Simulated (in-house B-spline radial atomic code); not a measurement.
Removing the outer electron along the 10-electron series: F⁻ to S⁶⁺

All numbers come from a B-spline radial code for spherical atoms, all electrons, at the radial basis limit: mean fields, RPA and GW scalar-relativistic (one-electron X2C; non-relativistic for the lightest neutral atoms and singly charged ions), without spin-orbit coupling, Breit or QED terms, open shells spin-polarised at highest spin; Brueckner, CI + MBPT and self-energy runs four-component with Breit and QED terms. References are NIST's ionisation energies and tabulated electron affinities. They run between lowest fine-structure levels, which the runs without spin-orbit coupling average over.

Columns: (a) minus the highest PBE0 level; (b) minus the highest CAM-B3LYP level; (c) minus the highest LC-wPBE level; (d) minus the highest Hartree-Fock level; (e) G0W0 on Hartree-Fock; (f) Dirac-Fock + self-energy with TDHF screening. Each gives computed minus reference, in eV; a star marks a semi-empirical reference. Species are left out where the tabulated value is theory, is uncertain by more than 0.12 eV, or (13 ions, such as In⁴⁺, Te⁴⁺ and Bi⁴⁺) lies off its series for all methods alike, which flatters the means a little. The TDHF-screened form was chosen among four for its agreement on 13 closed-shell atoms.

```json
{"species": "F⁻", "configuration": "[He] 2s2 2p6", "reference (eV)": "3.40", "(a)": "-3.19", "(b)": "-1.54", "(c)": "-0.30", "(d)": "+1.52", "(e)": "+0.21", "(f)": "-0.05"}
{"species": "Ne", "configuration": "[He] 2s2 2p6", "reference (eV)": "21.56", "(a)": "?", "(b)": "?", "(c)": "?", "(d)": "?", "(e)": "?", "(f)": "?"}
{"species": "Mg²⁺", "configuration": "[He] 2s2 2p6", "reference (eV)": "80.14", "(a)": "-9.38", "(b)": "-7.96", "(c)": "-7.59", "(d)": "+1.64", "(e)": "+0.42", "(f)": "+0.02"}
{"species": "Al³⁺", "configuration": "[He] 2s2 2p6", "reference (eV)": "119.99", "(a)": "-11.16", "(b)": "-9.88", "(c)": "-9.95", "(d)": "+1.70", "(e)": "+0.45", "(f)": "+0.02"}
{"species": "Si⁴⁺", "configuration": "[He] 2s2 2p6", "reference (eV)": "166.77", "(a)": "-12.90", "(b)": "-11.76", "(c)": "-12.28", "(d)": "+1.77", "(e)": "+0.49", "(f)": "+0.01"}
{"species": "P⁵⁺", "configuration": "[He] 2s2 2p6", "reference (eV)": "220.43 ± 0.005*", "(a)": "-14.61", "(b)": "-13.60", "(c)": "-14.59", "(d)": "+1.87", "(e)": "+0.56", "(f)": "+0.00"}
{"species": "S⁶⁺", "configuration": "[He] 2s2 2p6", "reference (eV)": "280.95 ± 0.007", "(a)": "-16.28", "(b)": "-15.40", "(c)": "-16.86", "(d)": "+1.99", "(e)": "+0.66", "(f)": "0.00"}
```

What are the differences for Ne?

(a) -5.57; (b) -3.89; (c) -2.78; (d) +1.58; (e) +0.38; (f) +0.01 eV.

How do the methods rank over these species?

Mean absolute differences: Dirac-Fock + self-energy with TDHF screening 0.02 eV; G0W0 on Hartree-Fock 0.45 eV; minus the highest Hartree-Fock level 1.72 eV; minus the highest CAM-B3LYP level 9.15 eV; minus the highest LC-wPBE level 9.19 eV; minus the highest PBE0 level 10.44 eV. One-signed throughout: minus the highest PBE0 level (too low), minus the highest CAM-B3LYP level (too low), minus the highest LC-wPBE level (too low), minus the highest Hartree-Fock level (too high), G0W0 on Hartree-Fock (too high).
